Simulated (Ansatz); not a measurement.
A ladder of methods for SiH2ClO (SMILES O[SiH]Cl)

The species is SiH2ClO (5 atoms), meant as a doublet with charge 0. SMILES: `O[SiH]Cl`. Geometry: relaxed at PBE0-D4/def2-TZVP. This is one conformer, not always the lowest.

```tsv
atom	x (Å)	y (Å)	z (Å)
O	-0.8061	-0.4320	-0.7465
Si	-0.0923	0.4798	0.4140
Cl	1.6066	-0.4408	1.1436
H	-1.0241	-1.3432	-0.5400
H	0.3160	1.7363	-0.2711
```

Each level gives the energy change with the Si2–H5 bond stretched from 1.488 to 2.977 Å (eV). The values are calculated.

```tsv
level	kind	program	value (eV)	less FCI/STO-3G	CPU time (all runs)
UHF/STO-3G	Hartree–Fock	Ansatz	2.85	+0.11	0.71 s
USVWN5/STO-3G	LDA	Ansatz	3.38	+0.64	2.5 s
UBLYP/STO-3G	GGA	Ansatz	2.98	+0.24	4.3 s
U-r2SCAN/STO-3G	meta-GGA	Ansatz	3.14	+0.40	14 s
UB3LYP/STO-3G	global hybrid	Ansatz	3.11	+0.37	5 s
U-wB97M-V/STO-3G	range-separated hybrid	Ansatz	3.15	+0.41	61 s
U-wB97X/STO-3G	range-separated hybrid	Ansatz	3.29	+0.55	23 s
UCCSD/STO-3G	coupled cluster or CI	Ansatz	2.79	+0.05	0.82 s
UCCSDTQ/STO-3G	coupled cluster or CI	Ansatz	2.74	0.00	3.2 min
FCI/STO-3G	exact in the basis	Ansatz	2.74	0.00	33 s
```

FCI/STO-3G is exact within its basis and frozen core, so for wave-function methods in that basis the difference is their error; functionals converge differently with the basis, so for them it is only a difference. The first shape isn't each level's own minimum. The values span 2.74 to 3.38 eV. All rows use very small basis sets, so even the best lies far from the true value. CPU times are rough (shared hosts, several kinds of processor): they show what a rung costs within a factor of a few.
